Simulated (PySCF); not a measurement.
C₃H₇, SMILES [CH](C)C, multiplicity 2.

Geometry optimised at r2SCAN-D4/def2-TZVP. The isomer is the one that the SMILES or the coordinates give; other isomers of the formula were not compared.

Level of theory: PySCF 2.14.0 with r2SCAN-D4/def2-TZVP.

Harmonic, unscaled wavenumbers; measured fundamentals usually lie a few per cent lower.

| mode | ν (cm⁻¹) | IR (km/mol) | moving atoms (share of kinetic energy) |
|---|---|---|---|
| 1 | 108 | 0.0 | H 98 % |
| 2 | 122 | 0.8 | H 88 %, C 12 % |
| 3 | 355 | 12.4 | H 57 %, C 43 % |
| 4 | 397 | 14.0 | H 63 %, C 37 % |
| 5 | 895 | 2.1 | C 67 %, H 33 % |
| 6 | 934 | 0.0 | H 82 %, C 18 % |
| 7 | 940 | 1.0 | H 83 %, C 17 % |
| 8 | 1023 | 0.1 | H 66 %, C 34 % |
| 9 | 1153 | 0.3 | C 54 %, H 46 % |
| 10 | 1177 | 2.4 | C 52 %, H 48 % |
| 11 | 1360 | 1.9 | H 76 %, C 24 % |
| 12 | 1400 | 9.4 | H 61 %, C 39 % |
| 13 | 1400 | 4.8 | H 82 %, C 18 % |
| 14 | 1461 | 0.9 | H 94 % |
| 15 | 1472 | 1.0 | H 96 % |
| 16 | 1473 | 16.6 | H 96 % |
| 17 | 1486 | 5.2 | H 96 % |
| 18 | 2943 | 30.3 | H 95 % |
| 19 | 2948 | 53.3 | H 95 % |
| 20 | 3023 | 7.8 | H 93 % |
| 21 | 3024 | 50.9 | H 93 % |
| 22 | 3100 | 15.4 | H 91 %, C 9 % |
| 23 | 3102 | 28.3 | H 91 %, C 9 % |
| 24 | 3171 | 28.7 | H 92 %, C 8 % |
